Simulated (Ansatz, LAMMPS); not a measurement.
**Zinc-blende CdTe, bulk modulus B0**

Reference value: 43.7 GPa (measured, room temperature, not corrected to a static lattice, our sources range from 42.0 to 43.7; as tabulated in Elmahjoubi et al. (2023), arXiv:2303.01780).

**Question.** Put these levels in order of the bulk modulus B0 that they give for zinc-blende CdTe, smallest first: PBE (Ansatz, an electronic-structure program), Stillinger–Weber CdTe.sw (LAMMPS), rVV10 (Ansatz), r²SCAN+rVV10 (Ansatz).

**Answer.** Stillinger–Weber CdTe.sw (28.0 GPa), PBE (35.1 GPa), rVV10 (37.0 GPa), r²SCAN+rVV10 (42.7 GPa)

Unless a cell is named, each level is at its own relaxed cell (Stillinger–Weber CdTe.sw 34.43, PBE 36.23, rVV10 36.28, r²SCAN+rVV10 34.60 Å³/atom).

Differences against the reference: Stillinger–Weber CdTe.sw -36 %, PBE -19.7 %, rVV10 -15.3 %, r²SCAN+rVV10 -2.3 %.

The measured value isn't corrected to a static lattice, so vibrations enter the comparison. A static lattice is as a rule stiffer than a warm one, by over a tenth in soft solids.  Each level is taken at its own relaxed cell. Cutoffs differ between the levels. Ansatz's density-functional and Hartree–Fock values are scalar-relativistic unless marked +SOC, with PAW data made under PBE.

Empirical potentials (Stillinger–Weber CdTe.sw) are fitted to chosen data: where that held the value shown, agreement is built in, and what lay outside the fit can be far off.

Differences are worked out from the printed values.
